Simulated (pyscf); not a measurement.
Single points on ωB97X-D3(BJ)/def2-SVP structures (PySCF, gas phase). MP2 and CC: frozen core, UHF for open shells. ΔMP2 is the change of the MP2 total energy from the triple- to the quadruple-zeta basis.

Task: Estimate by transition-state theory the rate constant of H₂O (SMILES O) + O=B–Cl (SMILES O=BCl) → O=B–OH (SMILES O=BO) + HCl (SMILES Cl) (singlet surface; H–O, B–Cl broken, B–O, Cl–H formed) at 1200 K, with CCSD(T)/def2-TZVPP + ΔMP2(QZVPP) energies (ideal gas, 1 atm, RRHO with modes under 100 cm⁻¹ raised to 100, one conformer, R ln 2 for chiral ones without a mode under 150 cm⁻¹; no tunnelling).

Result: The electronic barrier is 21.9 kcal/mol and the thermal terms add +35.0, so ΔG‡ = 56.9 kcal/mol. With k_BT/h = 2.50e+13 s⁻¹ and RT = 2.385 kcal/mol, and a volume of 1.64e-19 cm³ per molecule at 1 atm, k = 1.8e-16 cm³ molecule⁻¹ s⁻¹. Wigner's tunnelling factor for 1211i cm⁻¹ would be 1.09. A shift of 1 kcal/mol in the barrier changes k by a factor 1.5. On the reactant side the descent ends in an adduct with a B–O contact, 4.9 kcal/mol under the separated species and 23.8 kcal/mol under the saddle at ωB97X-D3(BJ)/def2-TZVP. What is counted as formed (B–O) is already present as a longer contact in the reactant adduct; forming that adduct is a step of its own. At ωB97X-D3(BJ) the barrier from the zero used here is 19.0 kcal/mol. This is the saddle that the search found; another between the same sides may lie lower. The CCSD(T) − MP2 part came from Ansatz, without density fitting, on the same reference.
